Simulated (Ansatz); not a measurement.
# C3H10N2: up Jacob's ladder to CCSD(T)

How much do the methods differ for C3H10N2? The plan is to run it at one geometry with functionals of several rungs and with coupled cluster. The yardstick is the atomisation energy at the CCSD(T) limit.

Computed with Ansatz 0.2.0, Gaussian basis. Level: functionals in def2-TZVPP, the program's frozen cores in correlated methods.

Plan: PBE-D4, r2SCAN-D4, PBE0-D4, B3LYP-D4, ωB97X-V, ωB97M-V, B2PLYP; CCSD(T)/def2-TZVPP; MP2/def2-QZVPP; extrapolation to the limit.

### Step 1. Structure used throughout

The geometry comes from an earlier relaxation with PBE0-D4 in a triple-zeta def2 set; it is a stationary point, not always the lowest conformer.

SMILES `CNC(C)N`, 15 atoms, charge 0, spin multiplicity 1.

Atoms are counted from 1 here; the program's logs count them from 0.

Bond lengths: C1–N2 1.448 Å, C1–H6 1.090 Å, C1–H7 1.103 Å, C1–H8 1.092 Å, N2–C3 1.445 Å, N2–H9 1.011 Å, C3–C4 1.521 Å, C3–N5 1.452 Å, C3–H10 1.107 Å, C4–H11 1.092 Å, C4–H12 1.095 Å, C4–H13 1.094 Å, N5–H14 1.012 Å, N5–H15 1.014 Å. Angles: N2–C1–H6 109.0°, N2–C1–H7 113.6°, N2–C1–H8 109.6°, H6–C1–H7 107.7°, H6–C1–H8 108.4°, H7–C1–H8 108.4°, C1–N2–C3 114.2°, C1–N2–H9 110.5°, C3–N2–H9 109.5°, N2–C3–C4 109.0°, N2–C3–N5 107.6°, N2–C3–H10 111.5°, C4–C3–N5 114.5°, C4–C3–H10 108.4°, N5–C3–H10 105.8°, C3–C4–H11 110.5°, C3–C4–H12 111.7°, C3–C4–H13 109.9° and more.

As a file:

```xyz
15

C    -1.7135    0.2126   -1.0501
N    -0.2734    0.1209   -0.9338
C     0.1950   -0.2046    0.3942
C     1.6593   -0.6092    0.3188
N    -0.0690    0.9407    1.2461
H    -2.0742    1.0004   -0.3888
H    -2.2378   -0.7188   -0.7789
H    -1.9826    0.4738   -2.0753
H     0.0928   -0.5510   -1.5947
H    -0.3779   -1.0439    0.8326
H     2.0484   -0.8220    1.3165
H     1.7998   -1.5060   -0.2930
H     2.2472    0.2020   -0.1195
H     0.1605    0.7315    2.2093
H     0.5033    1.7226    0.9461
```

### Step 2. PBE-D4 (GGA)

in.yaml reads:

```yaml
crystal:
  periodic: [false, false, false]
  atoms:
    - {symbol: C, position_ang: [-1.713519, 0.212561, -1.050071]}
    - {symbol: N, position_ang: [-0.273352, 0.120898, -0.933787]}
    - {symbol: C, position_ang: [0.195012, -0.204584, 0.394152]}
    - {symbol: C, position_ang: [1.659290, -0.609151, 0.318825]}
    - {symbol: N, position_ang: [-0.069009, 0.940675, 1.246135]}
    - {symbol: H, position_ang: [-2.074191, 1.000401, -0.388798]}
    - {symbol: H, position_ang: [-2.237790, -0.718824, -0.778924]}
    - {symbol: H, position_ang: [-1.982596, 0.473810, -2.075271]}
    - {symbol: H, position_ang: [0.092773, -0.550962, -1.594706]}
    - {symbol: H, position_ang: [-0.377900, -1.043898, 0.832576]}
    - {symbol: H, position_ang: [2.048397, -0.822034, 1.316530]}
    - {symbol: H, position_ang: [1.799799, -1.505988, -0.293004]}
    - {symbol: H, position_ang: [2.247234, 0.202026, -0.119495]}
    - {symbol: H, position_ang: [0.160518, 0.731512, 2.209276]}
    - {symbol: H, position_ang: [0.503335, 1.722558, 0.946063]}
basis:
  gaussian: {orbitals: def2-TZVPP}
hamiltonian: {xc: pbe, dispersion: d4}
output: {forces: true, orbitals: {seedname: orbitals}}
```

The run is started by

```bash
ansatz run in.yaml --threads 4 --pin off --events-out ev --progress --plain --max-ram 10444MiB
```

The runs that follow: r2SCAN-D4 (meta-GGA); PBE0-D4 (hybrid); B3LYP-D4 (hybrid); ωB97X-V (range-separated); ωB97M-V (range-separated); B2PLYP (double hybrid); CCSD(T) in def2-TZVPP; MP2 in def2-QZVPP.

**Question.** What will the summary of the whole plan be? Wanted: atomisation energy, CCSD(T)/CBS; farthest; mean size of error, hybrid; mean size of error, range-separated; gap, smallest and largest; T1 diagnostic; triples share of the correlation energy.

As calculated:

```
                               quantity                                  value
        atomisation energy, CCSD(T)/CBS                              58.025 eV
    functionals within 0.290 eV (0.5 %)  r2SCAN-D4, B3LYP-D4, ωB97X-V, ωB97M-V
                               farthest                     PBE-D4 (+1.308 eV)
             mean size of error, hybrid                               0.277 eV
    mean size of error, range-separated                               0.236 eV
              gap, smallest and largest   5.28 eV (PBE-D4), 11.80 eV (ωB97X-V)
                          T1 diagnostic                                 0.0093
triples share of the correlation energy                                  3.7 %
```

**Reading.** PBE-D4 is off by +1.308 eV. Double hybrids carry the basis error of their MP2 part in triple zeta, and no dispersion term here, so their miss is partly the set-up's. Misses under about 0.290 eV are within the doubt on the reference itself, which lacks core-valence correlation, relativity and higher excitations. Hartree-Fock recovers 71 % of the binding; the rest is correlation. Orbital gaps span 5.3 to 11.8 eV; exact exchange widens them.
